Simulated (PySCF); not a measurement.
Compound: C3H3F3.
Z-matrix (Å and degrees, PBE0-D3(BJ)/def2-SVP geometry), rows numbered from 1:
```
F 
C   1  1.3759
C   2  1.4871  1  110.86
C   3  1.3280  2  123.30  1   112.51
F   4  1.3103  3  125.11  2     1.99
F   4  1.3067  3  124.71  2  -179.35
H   2  1.1034  1  107.67  3  -120.74
H   2  1.1016  1  108.82  3   122.10
H   3  1.0913  2  119.70  1   -65.25
```

Linear response at CAM-B3LYP/def2-SVPD (PySCF, frozen core in the response, non-relativistic).

Static isotropic polarisability: 40.56 au (6.01 Å³), principal values 31.9, 37.6, 52.1 au.

What is the polarisability at 1064 nm and at the sodium D line?

40.87 au at 1064 nm (+0.7 %), 41.59 au at 589.3 nm (+2.5 %). The rise at 589.3 nm is 3.38 times that at 1064 nm; a pure ω² law gives 3.26. The lowest singlet lies at 169 nm, shorter than both wavelengths.

What is the isotropic C6 coefficient between two such molecules, C6 = (3/π)∫α(iω)² dω?

790.7 au (Eh·bohr⁶) by a ten-point quadrature over imaginary frequencies, which is 472 eV·Å⁶ or 45.6 J·nm⁶/mol.

Which effective excitation energy ω̄ makes London's formula C6 = (3/4)α²ω̄ exact here?

ω̄ = 4·C6/(3α²) = 0.641 Eh = 17.4 eV. A one-pole form α(ω) = α/(1 − ω²/ω̄²) fitted to the 1064 nm value gives 13.5 eV. London's choice of the ionisation energy (10.55 eV, ΔSCF at the same level) gives C6 = 479 au, 39 % too low.

What does −C6/R⁶ come to at R = 10 Å between centres?

-46 J/mol. This is the leading, orientation-averaged term; C8 and higher terms are left out.

What molar refraction at the D line follows from R = (4π/3)·N_A·α′, with α′ the polarisability volume?

α′ = 6.16 Å³ gives R = 15.55 cm³/mol, for isolated, non-vibrating species.

What three-body coefficient follows from the one-pole estimate C9 = (3/4)·α·C6?

24100 au. This is an estimate from the two numbers above, not a computed integral.

Hardware: one thread of an Arm Neoverse N1, shared host with 64 logical CPUs at a one-minute load of 57. Cost: 59 s, 0.68 GiB resident at most. This is the whole response run at CAM-B3LYP/def2-SVPD, SCF included.

One conformer stands for the species.
